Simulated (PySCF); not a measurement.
## Energy of P⁻ (phosphorus, charge -1) between two integer charges

The 3p beta orbital of [Ne] 3s2 3p4 is emptied in steps (occupation f), with all orbitals relaxed, ending at [Ne] 3s2 3p3. Computed with PySCF 2.14 in aug-cc-pVTZ-DK (6s5p3d2f, 50 functions), with the spin-free X2C one-electron Hamiltonian (Gaussian nucleus). The exact energy is a straight line in f; departures are measured from the line between the end points of the same method.

```tsv
f	LDA (eV)	PBE (eV)	PBE0 (eV)	r2SCAN (eV)	LC-wPBE (eV)	BHandHLYP (eV)	HSE06 (eV)	M06-2X (eV)
1	0.000	0.000	0.000	0.000	0.000	0.000	0.000	0.000
0.75	-0.540	-0.518	-0.348	-0.474	0.084	-0.203	-0.420	-0.233
0.5	-0.741	-0.705	-0.472	-0.636	0.106	-0.285	-0.568	-0.330
0.25	-0.569	-0.536	-0.357	-0.475	0.077	-0.223	-0.429	-0.272
0	0.000	0.000	0.000	0.000	0.000	0.000	0.000	0.000
```

| method | E(f=0) − E(f=1) (eV) | −ε at f=1 (eV) | −ε at f=0.5 (eV) |
| --- | --- | --- | --- |
| LDA | 1.028 | -1.756 | 0.947 |
| PBE | 0.872 | -1.814 | 0.823 |
| PBE0 | 0.775 | -1.039 | 0.753 |
| r2SCAN | 0.770 | -1.715 | 0.765 |
| LC-wPBE | 0.746 | 1.243 | 0.727 |
| BHandHLYP | 0.708 | -0.309 | 0.657 |
| HSE06 | 0.781 | -1.409 | 0.755 |
| M06-2X | 0.837 | -0.335 | 0.745 |

Orbital energy along the path (eV):

```tsv
f	LDA	PBE	PBE0	r2SCAN	LC-wPBE	BHandHLYP	HSE06	M06-2X
1	1.756	1.814	1.039	1.715	-1.243	0.309	1.409	0.335
0.75	0.479	0.559	0.182	0.517	-0.944	-0.121	0.369	-0.163
0.5	-0.947	-0.823	-0.753	-0.765	-0.727	-0.657	-0.755	-0.745
0.25	-2.497	-2.283	-1.724	-2.063	-0.535	-1.266	-1.920	-1.420
0	-4.124	-3.732	-2.660	-3.256	-0.344	-1.945	-3.055	-2.518
```

At f = 1 the orbital energy is positive for LDA, PBE, PBE0, r2SCAN, BHandHLYP, HSE06, M06-2X: only the finite basis holds the electron.

Reference removal energy between the ground levels: 0.747 eV (measured; photodetachment measurements, as compiled on the Wikipedia data page of electron affinities). The calculation has no spin-orbit coupling.
